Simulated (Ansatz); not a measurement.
The inner images of a band of AlH₂O (4 atoms, charge 0, multiplicity 2) are given out of order.

All numbers below come from UKS B3LYP-D4/def2-mTZVP (Ansatz 0.2.0).

First end point:

```xyz
4
Properties=species:S:1:pos:R:3
O 0.380 -0.696 0.733
Al 0.207 0.918 0.188
H 0.041 -1.465 0.261
H -0.572 1.183 -1.201
```

Last end point:

```xyz
4
Properties=species:S:1:pos:R:3
O 0.031 -0.899 0.160
Al 0.160 0.811 0.122
H 0.393 -1.444 0.867
H -0.529 1.473 -1.169
```

Q: Put them in order from the first end to the last, with their energies above the first end.
A.
```xyz
4
Properties=species:S:1:pos:R:3
O -0.045 -0.871 0.239
Al 0.163 0.826 0.124
H 0.462 -1.460 0.806
H -0.524 1.445 -1.190
```
B.
```xyz
4
Properties=species:S:1:pos:R:3
O -0.029 -0.732 0.639
Al 0.151 0.889 0.140
H 0.456 -1.543 0.467
H -0.522 1.326 -1.266
```
C.
```xyz
4
Properties=species:S:1:pos:R:3
O -0.096 -0.799 0.442
Al 0.156 0.863 0.130
H 0.525 -1.503 0.644
H -0.529 1.378 -1.236
```
D.
```xyz
4
Properties=species:S:1:pos:R:3
O -0.081 -0.781 0.518
Al 0.091 0.880 0.166
H 0.538 -1.513 0.560
H -0.493 1.354 -1.264
```
E.
```xyz
4
Properties=species:S:1:pos:R:3
O 0.132 -0.688 0.735
Al 0.226 0.894 0.106
H 0.284 -1.565 0.371
H -0.586 1.299 -1.232
```
F.
```xyz
4
Properties=species:S:1:pos:R:3
O 0.279 -0.689 0.745
Al 0.234 0.904 0.132
H 0.139 -1.536 0.311
H -0.597 1.261 -1.208
```
G.
```xyz
4
Properties=species:S:1:pos:R:3
O -0.086 -0.838 0.332
Al 0.155 0.845 0.133
H 0.507 -1.481 0.729
H -0.521 1.413 -1.213
```

A: F (+2.2 kJ/mol), E (+6.7 kJ/mol), B (+9.0 kJ/mol), D (+7.5 kJ/mol), C (+3.5 kJ/mol), G (-1.0 kJ/mol), A (-4.5 kJ/mol).

The run took 2.3 min on 1 CPU thread of a shared host.
